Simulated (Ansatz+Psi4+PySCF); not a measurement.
# doublet C2H6(+): levels of theory in one basis

| atom | x (Å) | y (Å) | z (Å) |
| --- | --- | --- | --- |
| C | 0.0000 | 0.0000 | 0.7622 |
| C | 0.0000 | 0.0000 | -0.7622 |
| H | 0.0000 | 1.0190 | 1.1572 |
| H | -0.8824 | -0.5095 | 1.1572 |
| H | 0.8824 | -0.5095 | 1.1572 |
| H | 0.0000 | -1.0190 | -1.1572 |
| H | -0.8824 | 0.5095 | -1.1572 |
| H | 0.8824 | 0.5095 | -1.1572 |

Basis set: cc-pVTZ (spherical functions). Frozen core: 2 orbitals. Correlation on ROHF uses semicanonical orbitals with singles. Charge 1, multiplicity 2.

Computed with Ansatz (development build ahead of 0.2.0); each method stands on the lowest determinant of its kind that the runs found.

```csv
method,E − E(ROHF) (eV),<S²> of the determinant
ROHF,0.00,0.75
UHF,-0.12,0.76
ROHF-MP2,-8.94,–
UHF-MP2,-8.93,0.76
```

Task: Is a single determinant a sound starting point here?

Result: Only with care. Unrestricted orbitals gain 0.12 eV and <S²> is 0.76 against 0.75 for a pure state, but several determinants compete.

Caution for ROHF-MP2, UHF-MP2: MP2 on this radical cation hangs on the determinant chosen; a plain start can end on a higher determinant; another reference gives a lower total.
